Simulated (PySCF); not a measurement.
# NH₃: rigid scans about the minimum

Aim: map the energy of singlet NH₃ about its r2SCAN minimum, with rigid distortions.

Computed with PySCF 2.14.0. Level: r2SCAN, basis N def2-TZVP, H def2-TZVP, no relativity, density fitting.

## Step 1: The system as given

4 atoms, charge 0, spin multiplicity 1.

Bond lengths: N1–H2 1.014 Å, N1–H3 1.014 Å, N1–H4 1.014 Å. Angles: H2–N1–H3 106.6°, H2–N1–H4 106.6°, H3–N1–H4 106.6°.

Coordinates in bohr (charge 0 multiplicity 1):
```
N     0.0000    0.0000   -0.1287
H     1.7740    0.0000    0.5962
H    -0.8870    1.5363    0.5962
H    -0.8870   -1.5363    0.5962
```

## Step 2: Real-space pictures of the lowest minimum

The plane holds N1 at (0.00, 0.00), H2 at (1.01, 0.00), H3 at (-0.29, 0.97) Å. Columns run from x = -2.25 to 3.45 Å, rows from y = 3.15 (top) to -1.95 Å, in steps of 0.3 Å.

Density (cut at 5 e/Å³):

Ten steps from '0' (0.000 e/Å³) to '9' (5.000 e/Å³), finer at the low end (step k begins (100^(k/10) - 1)/99 of the way up):
```
00000000000000000000
00000000000000000000
00000000000000000000
00000000000000000000
00000000000000000000
00000122110000000000
00001344321000000000
00002477532100000000
00012578754321000000
00013578876531000000
00013589988752000000
00013589987752000000
00013578876531000000
00012356554310000000
00001233322100000000
00000111110000000000
00000000000000000000
00000000000000000000
```

ELF (0 where the density is under 0.005 e/Å³):

Ten even steps from '0' (0.00) to '9' (1.00):
```
00000000000000000000
00000000000000000000
00000000000000000000
00000055300000000000
00006888730000000000
00047999851000000000
00048999961000000000
00038999962222100000
00026999865677500000
00014788678999840000
00014661179999860000
00025771179999860000
00135787678998840000
00125788765777500000
00013566532232000000
00012343210000000000
00000111100000000000
00000000000000000000
```

Lowest empty orbital at 1.19 eV (sign arbitrary; one member if degenerate):

Ten even steps from '0' (-0.24 Å^-3/2) to '9' (0.43 Å^-3/2):
```
33332222223333333333
33222222222233333333
32222211222222333333
22221111112222233333
22211100111122223333
22111000111112222333
22110000111111222233
22111001222111122233
22111234543211112223
22222358974200111223
22222466994100011223
22222352584100011223
22222345653100112223
22222233432111112223
22222222222111122233
32222222222211222233
32222222222222222333
33222222222222223333
```

Along N1–H2 (1.014 Å) the density is least, 2.26 e/Å³, about 0.76 Å from N1; ELF there is 0.98.

Values on the line from N1 (at 0) through H2 (at 1.014 Å):

```csv
distance (Å),density (e/Å³),ELF,electrostatic potential (V)
-0.35,3.36,0.319,81.5
-0.25,5.54,0.0825,157
-0.15,29.7,0.761,354
-0.05,366,1,1.54e+03
0.10,101,0.993,628
0.20,10.8,0.183,230
0.30,4.21,0.156,114
0.41,3.38,0.645,62.9
0.51,2.85,0.878,38.1
0.61,2.46,0.946,28
0.71,2.27,0.976,29.5
0.81,2.31,0.991,46.8
0.91,2.58,0.998,114
1.06,2.49,0.999,255
1.17,1.48,0.999,67.4
1.27,0.884,0.997,31.7
1.37,0.513,0.992,17.8
1.47,0.301,0.983,11
1.57,0.178,0.969,7.24
```

Making the fields needed under 0.5 s of wall time on 2 threads of Intel Xeon 6975P-C (Granite Rapids), shared host.

## Step 3: Breathing scan

One driver script runs all scans and calls PySCF for each point, on a (75, 302) grid.

Launch:

```console
OMP_NUM_THREADS=2 python axn.py task.json out
```

A rigid scan with r2SCAN: all bonds to the central atom are scaled together. Each point starts from its neighbour's orbitals, and energies count from the minimum.

```csv
scale of all bonds to the centre,energy (kJ/mol),dipole size (D)
0.88,122.1,1.73
0.92,49.4,1.73
0.96,11.3,1.72
1.00,0.0,1.71
1.04,9.5,1.70
1.08,34.8,1.69
1.14,94.2,1.65
1.22,198.6,1.58
1.35,394.1,1.41
```

The scan took 6 s.

## Step 4: Stretching one bond

A rigid scan with r2SCAN: the bond from N to the last atom (H) is scaled and the rest held.

```csv
scale of one bond,energy (kJ/mol),dipole size (D)
0.92,16.6,1.72
0.96,3.8,1.72
1.00,0.0,1.71
1.05,4.9,1.71
1.12,24.4,1.70
1.20,58.2,1.69
1.35,136.6,1.67
1.55,244.8,1.63
1.80,362.7,1.61
2.20,498.5,1.64
```

The scan took 7.4 s.

A restricted determinant lies too high at long bonds, where the pair should uncouple.

## Step 5: Umbrella curve

A rigid scan with r2SCAN: angle between each bond and the threefold axis, bonds fixed.

```csv
angle of the bonds to the threefold axis (°),energy (kJ/mol),dipole size (D)
55,39.4,2.28
60,12.8,2.10
65,1.4,1.86
70,0.8,1.58
75,6.4,1.25
80,14.1,0.87
85,20.2,0.45
90,22.6,0.00
```

The scan took 5.9 s.

## Step 6: Results

| quantity | value |
| --- | --- |
| all bonds 4 % longer | 9.5 kJ/mol |
| one bond 20 % longer | 58.2 kJ/mol |
| planar shape, bonds held | 22.6 kJ/mol |

**Reading.** The well is lopsided, 11.3 kJ/mol for 4 % shorter bonds against 9.5 for 4 % longer ones. Held rigid otherwise, the planar shape costs 23 kJ/mol.
